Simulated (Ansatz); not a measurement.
CdBr2 (R-3m, No. 166), treated with LDA (PAW; Ansatz, a first-principles code).

Settings: plane-wave cutoff 520 eV, 10×10×10 k mesh, Fermi–Dirac smearing 0.01 eV, scalar-relativistic PAW data made under PBE.

Cell (measured lattice):

Space group R-3m, hexagonal axes (No. 166); a = b = 3.950 Å, c = 18.670 Å, α = β = 90.00°, γ = 120.00°

```tsv
atom	site	symmetry	x	y	z
Cd	3a	-3m	0.0000	0.0000	0.0000
Br	6c	3m	0.0000	0.0000	0.2500
```
(The calculation used a cell of 3 atoms; values per cell refer to that cell.)

### Question
Predict the band gap and smallest direct gap on the k points sampled.

### Answer

band gap: 2.55 eV
smallest direct gap on the k points sampled: 2.74 eV

Note: cell and atoms aren't relaxed at this level (largest force component 0.16 eV/Å, pressure -1.4 GPa).

Spin–orbit coupling is not included.

The computed numbers hold no vibrational or temperature effects.
